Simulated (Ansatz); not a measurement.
Complex: HCl (SMILES Cl) (first 2 atoms) with HCl (SMILES Cl); geometry from NCB31 set.
(charge 0, multiplicity 1):
```xyz
4

Cl     1.86082    -0.06541    -0.00007
H      1.75394     1.21098     0.00034
Cl    -1.92527     0.00557    -0.00010
H     -0.65843    -0.19370     0.00248
```

Interaction energies are E(AB) − E(A) − E(B) at the monomers' geometry in the complex; basis-set methods are counterpoise corrected.

Frozen-core correlation. CBS(a, b) extrapolates the correlation energy as X⁻³ and adds the Hartree–Fock energy of set b.

The values were computed with Ansatz (Gaussian orbitals). Each number belongs to the level named beside it.

Task: What interaction energy does B97M-V/def2-TZVPPD give?

Result: -2.1 kcal/mol

Ansatz is a quantum-chemistry and plane-wave program.
